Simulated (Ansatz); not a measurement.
Task: a relaxed scan of one distance of CH4SSi, SMILES CS[SiH], with Ansatz's Python interface. Give the script and its output. Level of theory (for the species named): Hartree-Fock, def2-SVP basis, multiplicity 1.

```xyz
7

C    -0.8138    0.6434   -0.3067
S    -0.1313   -0.3543    0.9605
Si    1.6287   -1.1128    0.0323
H    -1.7157    1.1360    0.0578
H    -0.1826    1.4947   -0.6102
H    -1.0985    0.1139   -1.2098
H     2.3744   -1.9888    1.0304
```

Script `relaxed_scan_ch4ssi.py`:
```python
"""One bond of CH4SSi held at set lengths while the rest relaxes."""

import logging
import sys

import ansatz as az
import numpy as np

logging.basicConfig(stream=sys.stdout, format="%(levelname)s %(message)s")
log = logging.getLogger("run")
log.setLevel(logging.INFO)

BASIS = "def2-SVP"
FUNCTIONAL = "hf"

GEOMETRY = """
C    -0.81380    0.64340   -0.30670
S    -0.13130   -0.35430    0.96050
Si    1.62870   -1.11280    0.03230
H    -1.71570    1.13600    0.05780
H    -0.18260    1.49470   -0.61020
H    -1.09850    0.11390   -1.20980
H     2.37440   -1.98880    1.03040
"""


def main() -> None:
    system = az.Crystal.molecule()
    for line in GEOMETRY.strip().splitlines():
        symbol, *xyz = line.split()
        system = system.atom(symbol, [float(v) for v in xyz])

    base = (
        system.calculation()
        .basis(gaussian=BASIS)
        .functional(FUNCTIONAL)
    )
    symbols = [site.symbol for site in system.cartesian_sites]
    pairs = [(0, 1), (0, 3), (0, 4), (0, 5), (1, 2), (2, 6)]
    print("held (A)   E (eV)        ", "  ".join(f"{symbols[i]}{i}-{symbols[j]}{j}" for i, j in pairs))
    for length in [1.96, 2.13, 2.3, 2.56, 2.87]:
        report = base.relax(constraints=[az.DistanceConstraint((1, 2), at=length)], force_tolerance=0.02, max_steps=60).run(threads=1).report
        xyz = np.array(report["positions_ang"])
        print(f"{length:6.2f} {report['free_energy_ev']:14.5f}  ", "  ".join(f"{np.linalg.norm(xyz[i] - xyz[j]):.3f}" for i, j in pairs))


if __name__ == "__main__":
    main()
```

```console
$ python relaxed_scan_ch4ssi.py
held (A)   E (eV)         C0-S1  C0-H3  C0-H4  C0-H5  S1-Si2  Si2-H6
DeckWarning: relax.constraints: the input's atoms, or those drawn, lie off the distances that are held; a relaxation that starts there is brought onto them ahead of its first SCF, by positions alone, [...]
  1.96   -19765.79077   1.830  1.087  1.087  1.087  1.960  1.510
  2.13   -19766.06379   1.828  1.088  1.087  1.087  2.130  1.509
  2.30   -19765.85149   1.826  1.088  1.087  1.087  2.300  1.509
  2.56   -19765.15447   1.824  1.089  1.088  1.088  2.560  1.508
  2.87   -19764.20637   1.822  1.090  1.089  1.089  2.870  1.507
```
(Warnings from the package without file and line, shortened, repeats left out.)

Notes:
- Total energies depend on the basis set; only differences at equal settings carry meaning.
- The energies are electronic: no zero-point or thermal terms, and the basis set is short of its limit.
- It ran for 29 s on 1 thread of Arm Neoverse V2, on a shared host, peak memory 0.2 GiB.

(Lines on the test bed's own set-up are left out of the output.)
